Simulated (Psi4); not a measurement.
**C6H5 (SMILES [c]1ccccc1) at UB2PLYP/def2-SVP (density fitting for correlation)**

What is the energy change on altering one bond length of C6H5 at UB2PLYP/def2-SVP (density fitting for correlation)? 

The calculation is run with Psi4 1.11.

### Step 1. The structure to begin with

The species is C6H5 (11 atoms), meant as a doublet with charge 0. As SMILES, `[c]1ccccc1`. The shape is that of a PBE0-D4/def2-TZVP optimisation.

Bond lengths: C1–C2 1.368 Å, C2–C3 1.395 Å, C3–C4 1.388 Å, C4–C5 1.388 Å, C1–C6 1.368 Å, C5–C6 1.395 Å, C2–H7 1.084 Å, C3–H8 1.085 Å, C4–H9 1.084 Å, C5–H10 1.085 Å, C6–H11 1.084 Å. Some angles: C1–C2–C3 116.5°, C2–C1–C6 126.0°, C2–C3–C4 120.2°, C3–C4–C5 120.7°, C4–C5–C6 120.2°, C1–C6–C5 116.5°, C1–C2–H7 122.4°, C3–C2–H7 121.1°, C2–C3–H8 119.7°, C4–C3–H8 120.1°.

### Step 2. A single-point energy at UB2PLYP/def2-SVP (density fitting for correlation)

Contents of job.json:

```json
{
  "schema_name": "qcschema_input",
  "schema_version": 1,
  "molecule": {
    "schema_name": "qcschema_molecule",
    "schema_version": 2,
    "symbols": ["C", "C", "C", "C", "C", "C", "H", "H", "H", "H", "H"],
    "geometry": [-0.49493817, -1.52890182, -2.44334029, 0.4547059, -2.82733264, -0.41906567, 0.89297118, -1.42916207, 1.77222295, 0.36927138, 1.14109222, 1.8236613, -0.59344959, 2.35414522, -0.29406028, -1.04736181, 0.99620692, -2.50734531, 0.85307906, -4.835469, -0.49089416, 1.64511998, -2.36002227, 3.43669372, 0.71560149, 2.21175435, 3.53488389, -0.99643369, 4.36333983, -0.23532759, -1.79856574, 1.91436815, -4.17742857],
    "molecular_charge": 0,
    "molecular_multiplicity": 2,
    "fix_symmetry": "c1",
    "fix_com": true,
    "fix_orientation": true
  },
  "driver": "energy",
  "model": {
    "method": "b2plyp",
    "basis": "def2-SVP"
  },
  "keywords": {
    "reference": "uks",
    "puream": true,
    "e_convergence": 1e-09,
    "d_convergence": 1e-08,
    "scf_type": "pk",
    "dft_radial_points": 99,
    "dft_spherical_points": 590,
    "num_frozen_docc": 6,
    "maxiter": 100
  }
}
```

Launch:

```sh
psi4 --qcschema job.json -n 1 --memory 1600MB
```

stdout:

```text
[...]
  Running in c1 symmetry.
[...]
  Nuclear repulsion =  195.421394547157263
[...]
  Multiplicity = 2
[...]
  Nalpha       = 21
  Nbeta        = 20
[...]
    Number of basis functions: 109
[...]
   @UKS iter   1:  -230.69598537031928   -2.44741e-01   5.01159e-03 ADIIS/DIIS
[...]
   @UKS iter  17:  -230.88446853085875   -8.81073e-13   2.88501e-09 DIIS
[...]
   @S^2 Observed:                7.768379792E-01
[...]
    Orbital Energies [Eh]
    ---------------------
    Alpha Occupied:
       1A    -10.649521     2A    -10.637782     3A    -10.637757
       4A    -10.634565     5A    -10.634554     6A    -10.629020
       7A     -0.986519     8A     -0.862427     9A     -0.854613
      10A     -0.701276    11A     -0.686221    12A     -0.601430
      13A     -0.535993    14A     -0.528944    15A     -0.505870
      16A     -0.463743    17A     -0.438356    18A     -0.425284
      19A     -0.312118    20A     -0.302461    21A     -0.298757
    Alpha Virtual:
      22A      0.043640    23A      0.049832    24A      0.114712
      25A      0.146162    26A      0.161878    27A      0.186318
[...]
  @UKS Final Energy:  -230.88446853085875
   => Energetics <=
    Nuclear Repulsion Energy =            195.4213945471572629
    One-Electron Energy =                -696.5807371794111305
    Two-Electron Energy =                 286.7175988698698461
    DFT Exchange-Correlation Energy =     -16.4427247684747613
    Empirical Dispersion Energy =           0.0000000000000000
    VV10 Nonlocal Energy =                  0.0000000000000000
    Total Energy =                       -230.8844685308587827
[...]
 Multipole Moments:
 ------------------------------------------------------------------------------------
     Multipole            Electronic (a.u.)      Nuclear  (a.u.)        Total (a.u.)
 ------------------------------------------------------------------------------------
 L = 1.  Multiply by 2.5417464519 to convert [e a0] to [Debye]
 Dipole X            :          2.1461217           -2.0940056            0.0521161
 Dipole Y            :          6.6307799           -6.4697420            0.1610379
 Dipole Z            :         10.5970042          -10.3396365            0.2573677
 Magnitude           :                                                    0.3080380
[...]
```

The result, in JSON:

```text
{
 "driver": "energy",
 "model": {
  "method": "b2plyp",
  "basis": "def2-SVP"
 },
 "success": true,
 "return_result": -231.13278760418274,
 "properties": {
  "calcinfo_nbasis": 109,
  "calcinfo_nmo": 109,
  "calcinfo_nalpha": 21,
  "calcinfo_nbeta": 20,
  "calcinfo_natom": 11,
  "nuclear_repulsion_energy": 195.42139454715726,
  "return_energy": -231.13278760418274,
  "scf_one_electron_energy": -696.5807371794111,
  "scf_two_electron_energy": 286.71759886986985,
  "scf_xc_energy": -16.44272476847476,
  "scf_dipole_moment": [0.05211614151397148, 0.16103792223190894, 0.2573676676131864],
  "scf_total_energy": -230.88446853085875,
  "scf_iterations": 17
 }
}
```

Run time: 65 s. Hardware: 1 thread of AMD EPYC 7R32 (Zen 2), shared host; peak memory 0.59 GiB.

### Step 3. The distorted shape at the same level

Contents of input.in:

```
memory 1600 MB

molecule {
  0 2
  C     -0.97299353     0.88090528    -2.35714421
  C     -0.02334946    -0.41752554    -0.33286959
  C      0.41491583     0.98064503     1.85841903
  C     -0.10878397     3.55089932     1.90985738
  C     -1.07150495     4.76395232    -0.20786420
  C     -1.52541716     3.40601402    -2.42114924
  H      0.85307906    -4.83546900    -0.49089416
  H      1.16706462     0.04978483     3.52288980
  H      0.23754613     4.62156145     3.62107997
  H     -1.47448904     6.77314693    -0.14913152
  H     -2.27662109     4.32417525    -4.09123249
  units bohr
  symmetry c1
  no_reorient
  no_com
}

set basis def2-SVP
set reference uks
set puream true
set e_convergence 1e-09
set d_convergence 1e-08
set scf_type pk
set dft_radial_points 99
set dft_spherical_points 590
set num_frozen_docc 6
set maxiter 100

energy('b2plyp')
```

Launch:

```sh
psi4 -i input.in -o input.out -n 1
```

input.out:

```text
[...]
  Running in c1 symmetry.
[...]
  Nuclear repulsion =  191.960396485091167
[...]
  Multiplicity = 2
[...]
  Nalpha       = 21
  Nbeta        = 20
[...]
    Number of basis functions: 109
[...]
   @UKS iter   1:  -230.31847402099251   -1.67445e-01   5.95636e-03 ADIIS/DIIS
[...]
   @UKS iter  22:  -230.72939632043830   -2.30216e-12   5.34139e-09 DIIS
[...]
   @S^2 Observed:                1.422981171E+00
[...]
    Orbital Energies [Eh]
    ---------------------
    Alpha Occupied:
       1A    -10.663964     2A    -10.655289     3A    -10.653129
       4A    -10.648127     5A    -10.644707     6A    -10.637932
       7A     -0.989078     8A     -0.864494     9A     -0.851123
      10A     -0.698671    11A     -0.679288    12A     -0.588580
      13A     -0.539416    14A     -0.523708    15A     -0.474846
      16A     -0.451419    17A     -0.444736    18A     -0.382535
      19A     -0.326368    20A     -0.312064    21A     -0.302139
    Alpha Virtual:
      22A     -0.013628    23A      0.039440    24A      0.050448
      25A      0.117576    26A      0.149309    27A      0.173854
[...]
  @UKS Final Energy:  -230.72939632043830
   => Energetics <=
    Nuclear Repulsion Energy =            191.9603964850911666
    One-Electron Energy =                -689.3035758356911629
    Two-Electron Energy =                 282.9867744880936584
    DFT Exchange-Correlation Energy =     -16.3729914579319846
    Empirical Dispersion Energy =           0.0000000000000000
    VV10 Nonlocal Energy =                  0.0000000000000000
    Total Energy =                       -230.7293963204383260
[...]
 Multipole Moments:
 ------------------------------------------------------------------------------------
     Multipole            Electronic (a.u.)      Nuclear  (a.u.)        Total (a.u.)
 ------------------------------------------------------------------------------------
 L = 1.  Multiply by 2.5417464519 to convert [e a0] to [Debye]
 Dipole X            :         21.1859142          -21.2162198           -0.0303056
 Dipole Y            :        -89.3969091           89.9225420            0.5256330
 Dipole Z            :          7.1320285           -6.8917934            0.2402351
 Magnitude           :                                                    0.5787239
[...]
```

Wall time 80 s (1 thread of AMD EPYC 7R32 (Zen 2), shared host); peak memory 0.59 GiB.

### Step 4. Summary of results

Level: UB2PLYP/def2-SVP (density fitting for correlation), 6 core orbitals frozen.

| quantity | value |
| --- | --- |
| first shape: total energy | -231.13279 Eh |
| first shape: HOMO energy (SCF part's orbitals) (highest over α and β) | -7.97 eV |
| first shape: LUMO energy (SCF part's orbitals) (lowest over α and β) | -0.08 eV |
| first shape: ⟨S²⟩ | 0.777 |
| distorted shape: total energy | -230.97427 Eh |
| distorted shape: HOMO energy (SCF part's orbitals) (highest over α and β) | -8.22 eV |
| distorted shape: LUMO energy (SCF part's orbitals) (lowest over α and β) | -0.70 eV |
| distorted shape: ⟨S²⟩ | 1.423 |
| energy change with the C2–H7 bond stretched from 1.084 to 2.385 Å | 4.314 eV |

In words: With the C2–H7 bond stretched from 1.084 to 2.385 Å the energy rises by 4.31 eV (99 kcal/mol). The first shape isn't relaxed at this level, so the change isn't measured from a minimum. ⟨S²⟩ (distorted shape) is 1.42 where a pure doublet has 0.75: the reference is spin-contaminated.
